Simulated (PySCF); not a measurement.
# NaN at TPSS

Level: TPSS. basis Na 6-31G(d,p), N 6-31G(d,p); no relativity; PySCF 2.14.

```json
{"state": "³Σ⁻ (triplet), unpaired electrons π ↑↑", "bond length": "2.260 Å", "harmonic wavenumber": "376 cm⁻¹", "force constant": "0.726 mdyn/Å", "rotational constant Be": "0.3791 cm⁻¹", "anharmonicity ωexe": "3.56 cm⁻¹", "vibration–rotation constant αe": "0.00489 cm⁻¹", "well depth De to Na + N": "1.24 eV", "dissociation energy D0": "1.22 eV", "bond order (Mayer)": "0.90", "dipole moment (positive dipole means Na(−)N(+))": "-5.04 D"}
```

The state is the lowest determinant that a PBE0 search found; another state may lie lower at other levels.
